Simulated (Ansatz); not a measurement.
in.yaml

```yaml
crystal:
  periodic: [false, false, false]
  atoms:
    - {symbol: In, position_ang: [0.000000, 0.000000, 0.000000]}
    - {symbol: H, position_ang: [0.000000, 0.000000, 4.166000]}
basis:
  gaussian: {orbitals: def2-TZVPP}
magnetization: {spin_polarized: false}
correlation: {method: ccsd_t, electrons: outside_noble_gas}
```

```sh
$ ansatz run in.yaml --threads 1 --pin off --events-out ev --progress --plain --max-ram 2393MiB
```

Log:

```
556 factors; integrals over basis functions are off by at most 5.8e-4 eV
mean field evaluation 1: about -5159.2904 eV, gradient 1.0e1 eV
mean field evaluation 2: about -5159.2909 eV, gradient 1.0e1 eV
mean field evaluation 4: about -5160.6208 eV, gradient 1.0e0 eV
mean field evaluation 8: about -5160.6292 eV, gradient 1.0e-4 eV
mean field evaluation 16: about -5160.6206 eV, gradient 1.0e0 eV
mean field -5160.62921292 eV, -189.6496255747 hartree, gradient 2.9e-6 eV, S^2 0.000000; 0 other end points of the search recorded, 0 dependent functions left out; unrestricted orbitals would lower it
mean field evaluation 32: about -5162.2970 eV, gradient 2.4e-4 eV
unrestricted determinant -5162.29698356 eV, -189.7109150153 hartree, S^2 0.9803
9 core orbitals not correlated: weight in the atoms' cores, before any rotation towards them, 1.000 or more for the frozen orbitals, at most 0.000 for the correlated occupied ones
reference -5160.62921292 eV, -189.6496255747 hartree; 2, 2 occupied and 53, 53 virtual orbitals, 556 factors
second order -1.69153275 eV of doubles, -0.00000000 eV of singles
cycle   1  -1.98987143 eV  change   -3.7e-1 eV  update   1.5e-1
cycle   2  -2.26930826 eV  change   -2.8e-1 eV  update   1.1e-1
cycle   3  -2.64491271 eV  change   -3.8e-1 eV  update   9.9e-2
cycle   4  -2.70689071 eV  change   -6.2e-2 eV  update   4.9e-2
cycle   5  -2.77253741 eV  change   -6.6e-2 eV  update   2.5e-2
cycle   6  -2.77141331 eV  change    1.1e-3 eV  update   7.5e-3
cycle   7  -2.76309829 eV  change    8.3e-3 eV  update   2.6e-3
cycle   8  -2.76362000 eV  change   -5.2e-4 eV  update   2.0e-3
cycle   9  -2.76532755 eV  change   -1.7e-3 eV  update   4.6e-4
cycle  10  -2.76527642 eV  change    5.1e-5 eV  update   3.5e-4
cycle  11  -2.76526589 eV  change    1.1e-5 eV  update   4.5e-5
cycle  12  -2.76529408 eV  change   -2.8e-5 eV  update   2.3e-5
cycle  13  -2.76528502 eV  change    9.1e-6 eV  update   7.2e-6
cycle  14  -2.76528201 eV  change    3.0e-6 eV  update   2.9e-6
perturbative correction -0.26412121 eV, -0.0097062753 hartree
WARN: these amplitudes may be one of several solutions (largest doubles amplitude 0.60, level shift 0.51 eV)
Total energy: -5163.65861614 eV, -189.7609540896 hartree
```

The T1 diagnostic is 0.181.

For the same geometry and basis full CI lies 78.9 meV higher. By full CI's occupations no single determinant describes the state well. The program flagged this run's energy as in doubt. RHF is unstable: UHF (⟨S²⟩ = 0.98) lies 1.67 eV below the lowest RHF solution. Higher spins weren't run at this geometry and may lie near or lower.

Ran on 1 thread of Intel Xeon 6975P-C, shared host: 1.3 s wall, 0.13 GiB peak host memory.
